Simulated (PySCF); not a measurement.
## How the method moves the HOMO and LUMO of ethyl chloride

Compound: ethyl chloride, C2H5Cl.
Cartesian coordinates in Å at the PBE0-D3(BJ)/def2-SVP level; atoms count from 1:
```
atom  x, y, z in Å
C1     0.778    0.168    0.056
C2    -0.651   -0.290   -0.102
Cl3   -1.809    0.989    0.380
H4     0.993    0.435    1.101
H5     1.467   -0.638   -0.245
H6     0.981    1.049   -0.571
H7    -0.872   -1.165    0.526
H8    -0.886   -0.548   -1.144
```

Basis pcSseg-2 throughout (PySCF), one geometry. Isolated species at its PBE0-D3(BJ)/def2-SVP geometry, gas phase.

Task: How do the orbital energies, the gap and the dipole change with the method?

Result: 
```tsv
method	kind	HOMO (eV)	LUMO (eV)	gap (eV)	μ (D)	SCF cycles
BLYP	GGA	-6.82	-0.39	6.43	2.06	14
PBE	GGA	-6.95	-0.42	6.53	2.07	14
B97-D	GGA	-6.95	-0.32	6.63	2.09	14
OPBE	GGA	-6.95	-0.33	6.62	2.07	14
LDA	LDA	-7.04	-0.56	6.48	2.11	13
BP86	GGA	-7.05	-0.40	6.64	2.09	14
KT2	GGA	-7.05	-0.46	6.60	2.10	14
KT3	GGA	-7.09	-0.56	6.52	2.07	14
B97-2	global hybrid	-8.10	0.43	8.53	2.15	12
B3LYP	global hybrid	-8.11	0.12	8.23	2.13	12
PBE0	global hybrid	-8.36	0.43	8.78	2.15	12
mPW1PW91	global hybrid	-8.38	0.39	8.77	2.15	12
BHandHLYP	global hybrid	-9.65	0.97	10.63	2.22	12
CAM-B3LYP	range-separated hybrid	-9.77	1.14	10.91	2.17	12
wB97X-D	range-separated hybrid	-10.27	2.15	12.42	2.19	12
LC-wPBE	range-separated hybrid	-11.21	2.29	13.50	2.19	12
HF	Hartree–Fock	-11.71	2.58	14.29	2.34	10
```

The HOMO spans 4.89 eV, from BLYP down to HF, and the gap runs from 6.43 eV (BLYP) to 14.29 eV (HF). Over the methods BLYP (0 %), PBE (0 %), B97-D (0 %), OPBE (0 %), LDA (0 %), BP86 (0 %), KT2 (0 %), KT3 (0 %), B97-2 (21 %), B3LYP (20 %), PBE0 (25 %), mPW1PW91 (25 %), BHandHLYP (50 %), HF (100 %), a straight line through the gap against the share of exact exchange rises by 0.79 eV for each 10 % (correlation coefficient 0.998). The dipole ranges from 2.06 D (BLYP) to 2.34 D (HF). This basis has no diffuse functions.

Reference dipole: 2.05 D (measured, gas; NIST CCCBDB Release 22 (SRD 101), experimental dipoles); nearest here: BLYP (2.06 D). 

The vertical ΔSCF ionisation energy at CAM-B3LYP/def2-SVPD is 11.11 eV; −ε(HOMO) comes closest to it with LC-wPBE (11.21 eV).
